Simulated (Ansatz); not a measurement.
Two structures, one formula

Two isomers of CH3S2 (charge -1), closed shell, relaxed at PBE0-D4/def2-TZVPD (vibrations not checked).

A:

```csv
atom,x (Å),y (Å),z (Å)
C1,-0.3259,0.4648,-0.1747
S2,-0.1586,-0.8851,1.0102
S3,1.5760,-1.8046,0.4077
H4,-1.2360,1.0271,0.0668
H5,0.5421,1.1285,-0.1177
H6,-0.3976,0.0693,-1.1923
```

B:

```
6
angstrom
S 0.7705 0.6181 -1.5023
C -0.3995 -0.0123 -0.3154
S 0.3333 -0.6610 1.2697
H -0.9572 -0.8769 -0.6928
H -1.1237 0.7474 -0.0113
H 1.3766 0.1848 1.2521
```

Program: Ansatz 0.2.0. Basis: def2-TZVPPD. Cores are frozen in the correlated methods. B3LYP uses VWN-RPA correlation.

Task: Which structure is lower at CCSD(T), and by how much? (Judge from chemistry; the value comes from the calculation.)

Result: The calculation gives: A, by 6.90 kcal/mol (electronic energy, against the other). By their contacts, A is CH₃S₂ ([CH3][S][S]), total charge -1 and B is CH₃S₂ ([S][CH2][SH]), total charge -1.

All methods give the same order:

| method | E(B) − E(A) (kcal/mol) |
| --- | --- |
| PBE-D4 | 8.58 |
| r2SCAN-D4 | 8.67 |
| PBE0-D4 | 8.75 |
| B3LYP-D4 | 8.73 |
| wB97M-V | 8.19 |
| HF | 8.89 |
| MP2 | 7.11 |
| CCSD | 7.12 |
| CCSD(T) | 6.90 |

T1 diagnostic: at most 0.014.

Labels in which every atom is bracketed show which atoms are joined, not bond orders.
